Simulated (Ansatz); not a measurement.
One starting cell of Nb (a generated trial cell of Nb in the bcc structure type) was relaxed twice with Ansatz (plane waves, PAW, scalar-relativistic): with r2SCAN at 500 eV and with PBE at 420 eV. The r2SCAN result:

```xyz
1
Lattice="-1.6515 1.6515 1.6515 1.6515 -1.6515 1.6515 1.6515 1.6515 -1.6515" Properties=species:S:1:pos:R:3 pbc="T T T"
Nb     0.0000     0.0000     0.0000
```

```tsv
quantity	r2SCAN	PBE
space group	Im-3m	Im-3m
volume (Å³/atom)	18.02	…
a (Å)	3.303	…
gap (eV, no spin-orbit coupling)	0.00	…
highest phonon at the sampled q (cm⁻¹)	215	…
softest mode (cm⁻¹)	no imaginary mode	…
pressure at 88 % of the level's own volume (GPa)	27.9	…
pressure at 150 % of the level's own volume (GPa)	-32.4	…
```

Problem. Fill in the PBE column.

Solution. 
- volume (Å³/atom), PBE: 18.13
- a (Å), PBE: 3.310
- gap (eV, no spin-orbit coupling), PBE: 0.00
- highest phonon at the sampled q (cm⁻¹), PBE: 210
- softest mode (cm⁻¹), PBE: no imaginary mode
- pressure at 88 % of the level's own volume (GPa), PBE: 27.3
- pressure at 150 % of the level's own volume (GPa), PBE: -30.8

Both levels end in the same structure; PBE's volume is 0.6 % larger. Neither column is exact.

No spin polarisation in the result.

Measured for Nb: a 3.294 Å (static lattice; corrected from measurement; as listed in Daniel Mejia-Rodriguez, S. B. Trickey, Phys. Rev. B (2018)). Computed minus measured — a: r2SCAN +0.3 %, PBE +0.5 %. The computed values are for a static lattice.

The run could not lose the symmetry of its start.

Ansatz is an electronic-structure program.
